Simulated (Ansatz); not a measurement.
```yaml
crystal:
  periodic: [false, false, false]
  atoms:
    - {symbol: C, position_ang: [0.360362, -0.255219, -0.588997]}
    - {symbol: C, position_ang: [-0.267726, 0.282331, 0.547694]}
    - {symbol: H, position_ang: [0.006805, 1.105806, 1.024814]}
    - {symbol: H, position_ang: [-0.060403, -1.141884, -1.058550]}
    - {symbol: H, position_ang: [-1.134259, -0.280111, 0.999076]}
    - {symbol: H, position_ang: [1.195636, 0.271859, -0.978226]}
basis:
  gaussian: {orbitals: STO-3G, point_charges: [{charge: 0.50, position_ang: [4.351, 0.898, 0.399]}]}
magnetization: {spin_polarized: true, initial_magnetization: 0}
hamiltonian: {xc: {name: wPBEh}}
scf: {omitted_lower_state_checks: [starts]}
```

```sh
$ ansatz run in.yaml --threads 4 --pin off --events-out ev --progress --plain --max-ram 3916MiB
```

Shortened log:

```
Functional definition: wPBEh
185 factors; integrals over basis functions are off by at most 3.5e-5 eV
41 factors; integrals over basis functions are off by at most 2.0e-7 eV
mean field evaluation 1: about -2109.2805 eV, gradient 2.3e0 eV
mean field evaluation 2: about -2109.3150 eV, gradient 7.0e-1 eV
mean field evaluation 4: about -2109.3179 eV, gradient 2.4e-1 eV
mean field evaluation 8: about -2109.2662 eV, gradient 3.5e-4 eV
mean field -2109.26615901 eV, -77.5141016316 hartree, gradient 1.0e-5 eV, S^2 0.000000; 0 other end points of the search recorded, 0 dependent functions left out
reference -2109.26617686 eV, -77.5141022877 hartree; 8, 8 occupied and 6, 6 virtual orbitals, 185 factors
Total energy: -2109.26617686 eV, -77.5141022877 hartree
Checks for a lower state left out: starts
```

Hardware: 4 threads of Intel Xeon 6975P-C on a shared host. Wall time 0.2 s.
